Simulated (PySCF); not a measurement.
**Sulfur: a sound run and one with changed settings**

Sound run: S [Ne] 3s2 3p4, S⁺ [Ne] 3s2 3p3. Calculation: PySCF 2.14, in cc-pV(D+d)Z (4s3p2d, 23 functions); no relativity, point nucleus. The sound run starts from symmetry-adapted Hartree-Fock orbitals and uses a fine grid where one is needed.

Changed run: initial guess minao, at most 50 SCF cycles, level shift 10.0 hartree.

```tsv
species	method	sound run (hartree)	changed run (hartree)	converged
S	UHF	-397.49702	-397.49702	no
S	B3LYP	-398.12517	-398.12517	no
S	M06-2X	-398.08317	-398.08317	no
S⁺	UHF	-397.15881	-397.15881	no
S⁺	B3LYP	-397.73972	-397.73971	no
S⁺	M06-2X	-397.70166	-397.70166	no
```

A level shift slows the SCF but leaves a converged energy unchanged.
